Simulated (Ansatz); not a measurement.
The input, for Ansatz 0.2.0:

```yaml
crystal:
  periodic: [false, false, false]
  atoms:
    - {symbol: B, position_ang: [0.000000, 0.016116, 1.931055]}
    - {symbol: N, position_ang: [0.000000, 0.074561, 0.673291]}
    - {symbol: Si, position_ang: [0.000000, -0.093854, -1.030677]}
    - {symbol: H, position_ang: [0.000000, 1.406192, -1.349441]}
basis:
  gaussian: {orbitals: cc-pVDZ}
total_charge: 1
magnetization: {spin_polarized: false}
correlation: {method: ccsdt_q, electrons: outside_noble_gas}
```

```sh
$ ansatz run in.yaml --threads 1 --pin off --events-out ev --progress --plain --max-ram 2393MiB
```

The program prints:

```
964 factors; integrals over basis functions are off by at most 2.3e-7 eV
mean field evaluation 1: about -10004.0297 eV, gradient 6.9e1 eV
mean field evaluation 2: about -10004.0322 eV, gradient 6.9e1 eV
mean field evaluation 4: about -10016.4868 eV, gradient 1.4e1 eV
mean field evaluation 8: about -10018.1031 eV, gradient 7.7e-1 eV
mean field evaluation 16: about -10018.1168 eV, gradient 1.5e-6 eV
mean field evaluation 32: about -10017.5821 eV, gradient 5.8e-3 eV
mean field evaluation 64: about -10011.4600 eV, gradient 1.8e1 eV
mean field evaluation 96: about -10001.2593 eV, gradient 1.5e1 eV
mean field evaluation 128: about -10017.5615 eV, gradient 6.2e-1 eV
mean field evaluation 160: about -10011.4802 eV, gradient 7.5e-3 eV
mean field -10018.11680041 eV, -368.1590018917 hartree, gradient 1.5e-6 eV, S^2 0.000000; 4 other end points of the search recorded, 0 dependent functions left out; unrestricted orbitals would lower it
...
cycle  24  -11.46171732 eV  change    1.4e-5 eV  update   6.1e-6
cycle  25  -11.46171170 eV  change    5.6e-6 eV  update   3.4e-6
cycle  26  -11.46171549 eV  change   -3.8e-6 eV  update   2.0e-6
cycle  27  -11.46171491 eV  change    5.7e-7 eV  update   1.0e-6
cycle  28  -11.46171691 eV  change   -2.0e-6 eV  update   6.0e-7
cycle  29  -11.46171833 eV  change   -1.4e-6 eV  update   3.8e-7
cycle  30  -11.46171823 eV  change    9.7e-8 eV  update   2.8e-7
cycle  31  -11.46171793 eV  change    3.0e-7 eV  update   1.8e-7
cycle  32  -11.46171774 eV  change    1.8e-7 eV  update   1.6e-7
cycle  33  -11.46171766 eV  change    8.3e-8 eV  update   9.2e-8
perturbative correction -0.15643654 eV, -0.0057489369 hartree
WARN: these amplitudes may be one of several solutions (largest doubles amplitude 0.89, level shift 3.50 eV)
Total energy: -10029.73495462 eV, -368.5859611836 hartree
```

Ran on 1 thread of Arm Neoverse V1, shared host: 32 s wall, 0.37 GiB peak host memory.
